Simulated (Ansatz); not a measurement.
Chalcopyrite ZnGeP2 was calculated with RPBE (Ansatz, a program for electronic structure, PAW).

Numerical settings: plane-wave cutoff 520 eV, 10×10×10 k mesh, Fermi–Dirac smearing 0.01 eV, scalar-relativistic PAW data made under PBE.

Cell (relaxed at this level):

```xyz
8
Lattice="-2.7773 2.7773 5.4684 2.7773 -2.7773 5.4684 2.7773 2.7773 -5.4684" Properties=species:S:1:pos:R:3 pbc="T T T"
Zn     0.0000     0.0000     0.0000
Zn     0.0000     2.7773     2.7342
Ge     0.0000     0.0000     5.4684
Ge     2.7773     0.0000     2.7342
P      1.3618     1.3887     6.8355
P      1.3887    -1.3618     4.1013
P      1.4155     1.3887     1.3671
P      1.3887     4.1391    -1.3671
```

Question: Give the computed bulk modulus, band gap and pressure derivative B′ of the bulk modulus.

Answer: 
* **bulk modulus**: 67.9 GPa
* **band gap**: 1.09 eV (direct)
* **pressure derivative B′ of the bulk modulus**: 4.6

Measured, for comparison: band gap 2.05 eV (temperature not stated, no zero-point or thermal correction, pseudodirect, our sources range from 1.80 to 2.20; as tabulated in Rashkeev et al. (1999), arXiv:cond-mat/9809378); bulk modulus 79 GPa (room temperature, no zero-point or thermal correction; as tabulated in Isothermal phase behavior of Ag3SbS3, ZnGeP2, and ZnS (abstract)). Computed (rounded) less measured: bulk modulus -14 %.

Note: the bulk modulus comes from volumes at which shape and atoms were relaxed.

Spin–orbit coupling is not included.

The computed numbers hold no vibrational or temperature effects.
